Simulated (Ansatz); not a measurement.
Breaking a bond: HF, singlet. Each curve is given relative to its own lowest point between 0.74 and 1.11 Å, where full CI is lowest.

```tsv
R / Å	A	B	C
0.64	121.3	121.1	113.4
0.69	69.9	69.9	63.5
0.74	36.8	37.0	31.9
0.77	23.5	23.7	19.4
0.81	11.3	11.5	8.4
0.83	7.2	7.4	4.8
0.86	3.0	3.1	1.4
0.89	0.7	0.8	0.0
0.92	0.0	0.0	0.2
0.95	0.6	0.5	1.6
1.00	3.7	3.4	6.1
1.04	7.5	7.2	11.1
1.11	16.2	15.8	21.8
1.18	26.3	25.9	34.0
1.28	41.4	41.4	52.5
1.40	58.9	60.0	70.0
1.54	76.8	80.3	80.3
1.75	—	101.6	86.8
1.92	—	111.5	88.9
2.19	—	120.2	90.2
2.58	—	125.8	90.8
2.99	—	127.8	90.9
```

Energies in kcal/mol.

**Question.** Which curve belongs to which method? The methods are CCSDT(Q) on UHF/cc-pVDZ, frozen core run with Ansatz (a program for electronic structure); UHF/cc-pVDZ in Ansatz; unrestricted PBE0/cc-pVDZ run with Ansatz.

**Answer.** A is UCCSDT(Q); B is UKS-PBE0; C is UHF.

A dash means that the run gave no value there, or that the column was ended at a point which the program doubted or which failed a test of continuity chosen for this set; such a test can also cut sound points.

The unrestricted determinant behind UKS-PBE0 is spin-contaminated at 1.75 to 2.99 Å (<S²> up to 1.0, against 0.00 for a pure singlet). The unrestricted determinant behind UCCSDT(Q), UHF is spin-contaminated at 1.40 to 2.99 Å (<S²> up to 1.0, against 0.00 for a pure singlet).
